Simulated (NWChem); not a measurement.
System: isobutane (C$_{4}$H$_{10}$); SMILES CC(C)C

The following NWChem deck was run.

```
start job
memory heap 200 mb stack 900 mb global 1100 mb
geometry units angstroms noautosym nocenter noautoz
  C      0.467143     1.385255    -0.096131
  C      0.000000     0.000000     0.373368
  C      0.966094    -1.097185    -0.096131
  C     -1.433237    -0.288070    -0.096131
  H      1.478656     1.609201     0.263732
  H      0.484847     1.440395    -1.192770
  H     -0.201060     2.176262     0.265226
  H      0.000000     0.000000     1.473910
  H      1.985228    -0.914008     0.265226
  H      1.004995    -1.140087    -1.192770
  H      0.654281    -2.085154     0.263732
  H     -1.784168    -1.262254     0.265226
  H     -2.132937     0.475953     0.263732
  H     -1.489842    -0.300307    -1.192770
end
basis spherical
  C library def2-svp
  H library def2-svp
end
dft
  xc b3lyp
  iterations 150
end
cosmo
  do_cosmo_smd true
  solvent ethanol
end
task dft energy
```

Output (shortened):

```
             Northwest Computational Chemistry Package (NWChem) 7.3.0
             --------------------------------------------------------

                             Geometry "geometry" -> ""
                             -------------------------

 Output coordinates in angstroms (scale by  1.889725989 to convert to a.u.)

  No.       Tag          Charge          X              Y              Z
 ---- ---------------- ---------- -------------- -------------- --------------
    1 C                    6.0000     0.46714300     1.38525500    -0.09613100
    2 C                    6.0000     0.00000000     0.00000000     0.37336800
    3 C                    6.0000     0.96609400    -1.09718500    -0.09613100
    4 C                    6.0000    -1.43323700    -0.28807000    -0.09613100
    5 H                    1.0000     1.47865600     1.60920100     0.26373200
    6 H                    1.0000     0.48484700     1.44039500    -1.19277000
    7 H                    1.0000    -0.20106000     2.17626200     0.26522600
    8 H                    1.0000     0.00000000     0.00000000     1.47391000
    9 H                    1.0000     1.98522800    -0.91400800     0.26522600
   10 H                    1.0000     1.00499500    -1.14008700    -1.19277000
   11 H                    1.0000     0.65428100    -2.08515400     0.26373200
   12 H                    1.0000    -1.78416800    -1.26225400     0.26522600
   13 H                    1.0000    -2.13293700     0.47595300     0.26373200
   14 H                    1.0000    -1.48984200    -0.30030700    -1.19277000

 Effective nuclear repulsion energy (a.u.)     134.0713791005

                                 NWChem DFT Module
                                 -----------------

 Summary of "ao basis" -> "ao basis" (spherical)
 ------------------------------------------------------------------------------
       Tag                 Description            Shells   Functions and Types
 ---------------- ------------------------------  ------  ---------------------
 C                          def2-svp                 6       14   3s2p1d
 H                          def2-svp                 3        5   2s1p

 in cosmo_initialize ...
 calling solv_data for solv:ethanol

 solvent parameters
 solvname_short: ethanol
 solvname_long:  ethanol
 dielec:       24.8520
 dielecinf:     1.8526
 nonaqueous SMD model solvent descriptors
 dielec:       24.8520
 sola:          0.3700
 solb:          0.4800
 solc:          0.0000
 solg:         31.6200
 solh:          0.0000
 soln:          1.3611

          ---------------
          -cosmo- solvent
          ---------------
 Cosmo: York-Karplus, doi: 10.1021/jp992097l
 dielectric constant -eps-     =  24.85
 screen = (eps-1)/(eps    )    =   0.95976
 surface charge correction     = lagrangian

   van der Waals surface
 --------------------------

[...]

                                COSMO-SMD solvation results
                                ---------------------------

             internal energy in gas <Psi(g)|H|Psi(g)> =      -158.343250580588
         internal energy in solvent <Psi(s)|H|Psi(s)> =      -158.343211101578
                               delta internal energy  =         0.000039479009 (    0.02 kcal/mol)
   total free energy in solvent <Psi(s)|H+V/2|Psi(s)> =      -158.344020759563
 polarization energy contribution <Psi(s)|V/2|Psi(s)> =        -0.000809657985 (   -0.51 kcal/mol)
    total free energy in solvent including G(SMD-CDS) =      -158.345584235017
                       G(SMD-CDS) energy contribution =        -0.001563475454 (   -0.98 kcal/mol)
     1 M fixed-concentration free energy of solvation =        -0.002333654429 (   -1.46 kcal/mol)

                       DFT Final Molecular Orbital Analysis
                       ------------------------------------

 Vector   15  Occ=2.000000D+00  E=-3.287619D-01
              MO Center=  2.1D-02,  6.2D-03,  1.1D-01, r^2= 3.1D+00
   Bfn.  Coefficient  Atom+Function         Bfn.  Coefficient  Atom+Function
  ----- ------------  ---------------      ----- ------------  ---------------
    19     -0.342865   2 C  py                5      0.313178   1 C  py
    33      0.278548   3 C  py               87     -0.183367  11 H  s
    67      0.176867   7 H  s                47      0.174061   4 C  py
    92     -0.159437  12 H  s                 8      0.149646   1 C  py
    97      0.149283  13 H  s                36      0.129492   3 C  py

 Vector   16  Occ=2.000000D+00  E=-3.287591D-01
              MO Center= -2.1D-02, -6.1D-03,  1.1D-01, r^2= 3.1D+00
   Bfn.  Coefficient  Atom+Function         Bfn.  Coefficient  Atom+Function
  ----- ------------  ---------------      ----- ------------  ---------------
    18      0.342846   2 C  px               46     -0.336424   4 C  px
    32     -0.232028   3 C  px                4     -0.197364   1 C  px
    77     -0.194165   9 H  s                57     -0.192064   5 H  s
    49     -0.163130   4 C  px               97      0.125548  13 H  s
    45     -0.124548   4 C  s                78     -0.124507   9 H  s

 Vector   17  Occ=2.000000D+00  E=-3.213817D-01
              MO Center= -8.8D-06,  1.1D-04,  1.4D-01, r^2= 3.0D+00
   Bfn.  Coefficient  Atom+Function         Bfn.  Coefficient  Atom+Function
  ----- ------------  ---------------      ----- ------------  ---------------
    72      0.341804   8 H  s                20      0.339120   2 C  pz
    73      0.204764   8 H  s                62      0.185727   6 H  s
    82      0.185690  10 H  s               102      0.185702  14 H  s
     6     -0.178779   1 C  pz               34     -0.178706   3 C  pz
    48     -0.178746   4 C  pz               63      0.135185   6 H  s

 Vector   18  Occ=0.000000D+00  E= 5.221600D-02
              MO Center= -4.3D-04,  6.0D-05,  1.5D-01, r^2= 7.6D+00
   Bfn.  Coefficient  Atom+Function         Bfn.  Coefficient  Atom+Function
  ----- ------------  ---------------      ----- ------------  ---------------
     3      1.145825   1 C  s                31      1.145420   3 C  s
    45      1.145865   4 C  s                73     -0.671426   8 H  s
    17      0.666111   2 C  s                58     -0.610321   5 H  s
    68     -0.610769   7 H  s                78     -0.610379   9 H  s
    88     -0.610413  11 H  s                93     -0.610656  12 H  s

 Vector   19  Occ=0.000000D+00  E= 9.847858D-02
              MO Center=  1.3D-04, -3.2D-04, -4.6D-01, r^2= 6.2D+00
   Bfn.  Coefficient  Atom+Function         Bfn.  Coefficient  Atom+Function
  ----- ------------  ---------------      ----- ------------  ---------------
    73      1.194040   8 H  s                17     -1.019841   2 C  s
    63     -0.937469   6 H  s                83     -0.939055  10 H  s
   103     -0.937684  14 H  s                31      0.509619   3 C  s
     3      0.506452   1 C  s                45      0.506655   4 C  s
     9     -0.453852   1 C  pz               37     -0.454058   3 C  pz

 Vector   20  Occ=0.000000D+00  E= 1.076729D-01
              MO Center=  5.8D-02,  1.2D-01,  6.5D-03, r^2= 8.6D+00
   Bfn.  Coefficient  Atom+Function         Bfn.  Coefficient  Atom+Function
  ----- ------------  ---------------      ----- ------------  ---------------
     3      2.295565   1 C  s                31     -1.301762   3 C  s
    68     -1.017533   7 H  s                88      1.007722  11 H  s
    45     -0.992793   4 C  s                58     -0.929399   5 H  s
    63     -0.933152   6 H  s                93      0.920363  12 H  s
    83      0.528570  10 H  s                22     -0.474634   2 C  py

     Multipole analysis of the density
     ---------------------------------

     L   x y z        total         alpha         beta         nuclear
     -   - - -        -----         -----         ----         -------
     0   0 0 0     -0.000000    -17.000000    -17.000000     34.000000

     1   1 0 0      0.000045      0.000023      0.000023     -0.000000
     1   0 1 0      0.000035      0.000017      0.000017      0.000002
     1   0 0 1      0.043974      0.029240      0.029240     -0.014506

     2   2 0 0    -21.401615    -76.815189    -76.815189    132.228762
     2   1 1 0     -0.001034     -0.000526     -0.000526      0.000018
     2   1 0 1      0.000767      0.000383      0.000383     -0.000000
     2   0 2 0    -21.402756    -76.815782    -76.815782    132.228808
     2   0 1 1     -0.000807     -0.000401     -0.000401     -0.000004
     2   0 0 2    -20.991460    -24.535321    -24.535321     28.079181
```

Level: B3LYP/def2-SVP, SMD on the gas-phase geometry. Structure relaxed at the B3LYP/6-31G* (spherical d) level. B3LYP is NWChem's, with the RPA form of VWN correlation. Solvent: ethanol.
